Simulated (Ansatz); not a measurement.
Mg3H5⁻. Charge -1, multiplicity 1. Geometry r2SCAN-D4/def2-TZVPD, basis def2-TZVPD, Ansatz.

```
atom   x (Å)   y (Å)   z (Å)
 Mg1   0.836   0.914  -0.474
 Mg2   0.690  -2.066  -0.524
 Mg3  -1.346  -0.571   0.805
  H4   1.296   2.603  -0.679
  H5  -2.816  -0.362   1.723
  H6   0.440  -0.018   1.188
  H7  -0.864   0.081  -0.922
  H8   1.764  -0.581  -1.116
```

| run | HOMO (eV) | LUMO (eV) |
| --- | --- | --- |
| A | -0.35 | 1.64 |
| B | -0.35 | 1.48 |
| C | -0.34 | 1.72 |
| D | -2.46 | 3.14 |
| E | -0.77 | 2.02 |
| F | -2.62 | 3.41 |

B3LYP takes the VWN-RPA correlation. The structure comes from a short search, and lower isomers may exist.

Q: The runs used B3LYP, B97M-V, LDA (SPW92), r2SCAN, ωB97M-V, ωB97X-V. Estimate which is which.

A: A B97M-V (0 % exact exchange); B LDA (SPW92) (0 % exact exchange); C r2SCAN (0 % exact exchange); D ωB97M-V (range-separated); E B3LYP (20 % exact exchange); F ωB97X-V (range-separated). Exact exchange lowers occupied and raises empty levels; among semilocal functionals meta-GGAs tend to open the gap a little, and such runs are hard to tell apart. The gap grows from 1.83 eV (LDA (SPW92)) to 6.03 eV (ωB97X-V). The restricted singlet is unstable towards broken spin symmetry in Hartree–Fock (as tested in another run); at B97M-V/def2-TZVPD, LDA (SPW92)/def2-TZVPD, r2SCAN-D4/def2-TZVPD, ωB97M-V/def2-TZVPD and others this wasn't settled.
